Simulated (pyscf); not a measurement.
This saddle point was located with ωB97X-D3(BJ)/def2-SVP in PySCF.

```xyz
6

Cl    -0.3727     2.1775    -0.1651
Si     0.8462     0.5111    -0.4028
Cl     2.2220     0.6113     1.1308
O     -0.3072    -0.8512     0.0746
H      0.2000    -0.7833    -1.1268
H     -1.2472    -0.6017     0.1280
```
Charge 0, spin multiplicity 1.

Surface: singlet, charge 0. Lowest wavenumbers (cm⁻¹): 1596i, 173, 180, 261, 338.

Question: Which two sides does it connect, and which bonds change?

Answer: Cl–Si:–Cl (SMILES Cl[Si]Cl) [singlet] + H₂O (SMILES O) ⇌ HO–SiH(Cl)–Cl (SMILES O[SiH](Cl)Cl), an insertion read from left to right: H–O broken and O–Si, H–Si formed. At CCSD(T)/def2-TZVPP + ΔMP2(QZVPP) it lies +20.6 kcal/mol from the left side and +81.0 kcal/mol from the right (each side as separated species at their lowest minima found). On the reactant side the descent ends in an adduct with a O–Si contact, 15.0 kcal/mol under the separated species and 33.2 kcal/mol under the saddle at ωB97X-D3(BJ)/def2-TZVP. What is counted as formed (O–Si) is already present as a longer contact in the reactant adduct; forming that adduct is a step of its own. At ωB97X-D3(BJ) the barrier from the zero used here is 18.2 kcal/mol. The same reactants have a lower exit, to HCl + HO–Si:–Cl [singlet] (barrier +3.5 kcal/mol at ωB97M-D3(BJ), against +20.0 kcal/mol here). One saddle was located; it need not be the lowest between these sides. The CCSD(T) − MP2 part came from Ansatz, without density fitting, on the same reference.
